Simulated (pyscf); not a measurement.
Cl–SnH(Cl)–Cl (SMILES [Cl][SnH]([Cl])[Cl]) + HF (SMILES F) → HCl (SMILES Cl) + F–SnH(Cl)–Cl (SMILES [F][SnH]([Cl])[Cl]) (four-centre exchange; singlet surface; Cl–Sn, F–H broken, Cl–H, F–Sn formed). Structures and frequencies: ωB97X-D3(BJ)/def2-SVP in PySCF. Rate constants from transition-state theory, ωB97M-D3(BJ)/def2-TZVP energies (ideal gas, 1 atm, RRHO with modes under 100 cm⁻¹ raised to 100, one conformer, R ln 2 for chiral ones without a mode under 150 cm⁻¹; no tunnelling), k in cm³ molecule⁻¹ s⁻¹.

```
T (K)  1000/T  log10 k
-----  ------  -------
298     3.354   -25.06
600     1.667        ?
900     1.111   -16.73
1200    0.833   -15.53
```

Problem. Fit an Arrhenius line to the three values, give the activation energy, and predict k at 600 K.

Solution. Least squares gives log10 k = -12.47 − 3.76 × 1000/T, so Ea = 3.76 × ln 10 × 1.987 = 17.2 kcal/mol, against an electronic barrier of 17.2. At 600 K the line gives -18.74; the computed value is -18.91 (ΔG‡ = 35.5 kcal/mol), a factor 1.5 under the line, since the plot is curved. On the reactant side the descent ends in a complex, 5.4 kcal/mol under the separated species and 22.6 kcal/mol under the saddle at ωB97X-D3(BJ)/def2-TZVP. On the product side the descent ends in a complex, 4.2 kcal/mol under the separated species and 11.8 kcal/mol under the saddle at ωB97X-D3(BJ)/def2-TZVP. One saddle was located; it need not be the lowest between these sides. Elements past Kr carry the def2 core potentials, without spin-orbit coupling.
